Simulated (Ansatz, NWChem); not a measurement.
**Worked example: the enthalpy of formation of C2H3N (isocyanomethane)**

C2H3N: 6 atoms, total charge 0, spin state singlet. As SMILES, `[C-]#[N+]C`. Geometry: relaxed at PBE0-D4/def2-TZVP.

Total energies at PBE/def2-SVPD (NWChem 7.3.0); the atoms run unrestricted:

| species | state | energy (Eh) |
| --- | --- | --- |
| C2H3N | singlet | -132.452887 |
| C | triplet | -37.752188 |
| N | quartet | -54.467748 |
| H | doublet | -0.498629 |

Harmonic wavenumbers at PBE0-D4/def2-TZVP, in cm⁻¹: 287, 287, 988, 1142, 1142, 1448, 1483, 1483, 2269, 3066, 3146, 3146.

Measured heats of formation of the gaseous atoms at 298.15 K, in kJ/mol: C 716.9, N 472.4, H 218.0. Take 1 Eh = 2625.50 kJ/mol, 1 cm⁻¹ = 0.0119627 kJ/mol, RT = 2.479 kJ/mol.

**Question.** What heat of formation follows?

**Answer.** 
1. Electronic atomisation energy: 2 × (-37.752188) + (-54.467748) + 3 × (-0.498629) − (-132.452887) = 0.984876 Eh = 2585.8 kJ/mol.
2. Zero-point energy: half the sum of the wavenumbers, 9943.5 cm⁻¹ = 119.0 kJ/mol.
3. Thermal vibrational enthalpy, Σ hcν̃/(exp(hcν̃/kT) − 1): 2.5 kJ/mol. Translation, rotation and pV of a non-linear molecule: 4 RT = 9.9 kJ/mol.
4. The 6 free atoms carry 5/2 RT each: 37.2 kJ/mol.
5. Atomisation enthalpy at 298 K: 2585.8 − 119.0 − 2.5 − 9.9 + 37.2 = 2491.6 kJ/mol.
6. Sum of the atoms' heats of formation: 2560.2 kJ/mol. Heat of formation: 2560.2 − 2491.6 = +68.6 kJ/mol.

The tabulated value is +163.5 kJ/mol (CRC Handbook of Chemistry and Physics; in doubt, as an older value, an estimate or one at odds with other calculations), so this level is off by -94.9 kJ/mol, or 4.0 % of the atomisation enthalpy that the table implies (2396.7 kJ/mol). Gradient-corrected functionals often overbind somewhat. Anharmonicity and any spin-orbit splitting of the molecule are left out.
